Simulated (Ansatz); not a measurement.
**C2H6Al+: a ladder of functionals and wavefunction methods**

One table from this session's results is given with a row withheld; the runs are named, their logs left out.

The runs use Ansatz 0.2.0, Gaussian basis; functionals in def2-TZVPP, the program's frozen cores in correlated methods.

The runs, in order: LDA (SPW92), PBE-D4, revPBE-D4, BLYP-D4, r2SCAN-D4, B97M-V, PBE0-D4, B3LYP-D4, r2SCANh-D4, r2SCAN0-D4, HSE06-D4, BHLYP-D4, CAM-B3LYP-D4, LC-ωPBE, ωB97X-V, ωB97M-V, B2PLYP, PBE-QIDH; CCSD(T)/def2-SVP; CCSD(T)/def2-TZVPP; CCSD(T)/def2-QZVPP; extrapolation to the limit; RPA on PBE.

### The relaxed structure

The geometry comes from an earlier relaxation with PBE0-D4 in a triple-zeta def2 set; it is a stationary point, not always the lowest conformer.

9 atoms, charge 1, spin multiplicity 1.

Atoms are counted from 1 here; the program's logs count them from 0.

Bond lengths: C1–Al2 1.904 Å, C1–H4 1.094 Å, C1–H5 1.094 Å, C1–H6 1.094 Å, Al2–C3 1.904 Å, C3–H7 1.094 Å, C3–H8 1.094 Å, C3–H9 1.094 Å. Angles: Al2–C1–H4 110.3°, Al2–C1–H5 110.3°, Al2–C1–H6 110.3°, H4–C1–H5 108.6°, H4–C1–H6 108.6°, H5–C1–H6 108.6°, C1–Al2–C3 179.9°, Al2–C3–H7 110.3°, Al2–C3–H8 110.3°, Al2–C3–H9 110.3°, H7–C3–H8 108.6°, H7–C3–H9 108.6°, H8–C3–H9 108.6°.

The first run:

Contents of in.yaml:

```yaml
crystal:
  periodic: [false, false, false]
  atoms:
    - {symbol: C, position_ang: [-0.913108, 1.308315, -1.039036]}
    - {symbol: Al, position_ang: [-0.000657, 0.000254, 0.000900]}
    - {symbol: C, position_ang: [0.912961, -1.308259, 1.039238]}
    - {symbol: H, position_ang: [-1.852005, 0.899554, -1.424247]}
    - {symbol: H, position_ang: [-0.293712, 1.619149, -1.885658]}
    - {symbol: H, position_ang: [-1.138912, 2.188260, -0.429376]}
    - {symbol: H, position_ang: [1.212687, -2.150842, 0.408957]}
    - {symbol: H, position_ang: [0.263464, -1.681725, 1.836513]}
    - {symbol: H, position_ang: [1.809283, -0.874706, 1.492720]}
basis:
  gaussian: {orbitals: def2-TZVPP}
total_charge: 1
hamiltonian: {xc: lda}
output: {orbitals: {seedname: orbitals}}
```

Run with:

```bash
ansatz run in.yaml --threads 2 --pin off --events-out ev --progress --plain --max-ram 32768MiB --backend cpu
```

Steps of the session up to this table: LDA; PBE-D4 (GGA); revPBE-D4 (GGA); BLYP-D4 (GGA); r2SCAN-D4 (meta-GGA); B97M-V (meta-GGA); B3LYP-D4 (hybrid); r2SCANh-D4 (hybrid); r2SCAN0-D4 (hybrid); HSE06-D4 (hybrid); BHLYP-D4 (hybrid); CAM-B3LYP-D4 (range-separated); LC-ωPBE (range-separated); ωB97X-V (range-separated); ωB97M-V (range-separated); B2PLYP (double hybrid); PBE-QIDH (double hybrid).

One of the session's tables, all rows but one given; the rest of the session is left out.

It belongs to the step «Orbital energies across the functionals». Levels, from each run's orbital file:

```
  functional  HOMO (eV)  LUMO (eV)  gap (eV)
 LDA (SPW92)     -12.98      -7.46      5.52
      PBE-D4     -12.85      -7.25      5.60
   revPBE-D4     -12.80      -7.15      5.65
     BLYP-D4     -12.71      -7.19      5.51
   r2SCAN-D4     -13.09      -6.88      6.21
      B97M-V     -13.13      -6.99      6.14
     PBE0-D4     -14.07      -6.43      7.63
    B3LYP-D4          ?          ?         ?
  r2SCANh-D4     -13.54      -6.61      6.93
  r2SCAN0-D4     -14.22      -6.21      8.01
    HSE06-D4     -13.66      -6.80      6.86
    BHLYP-D4     -15.17      -5.66      9.51
CAM-B3LYP-D4     -15.41      -5.50      9.90
     LC-ωPBE     -16.81      -4.31     12.50
     ωB97X-V     -16.40      -4.45     11.94
     ωB97M-V     -16.22      -4.75     11.47
```

Q: Estimate the row for B3LYP-D4 from the others.

Worked estimate for «HOMO (eV)». Against the share of exact exchange, BLYP-D4 (0, -12.71), BHLYP-D4 (0.5, -15.17) give a slope of -4.92 per unit share; at 0.2 the line stands at -13.69.

The run gave: HOMO (eV): -13.84; LUMO (eV): -6.70; gap (eV): 7.14. In «HOMO (eV)» the line misses by +0.15.
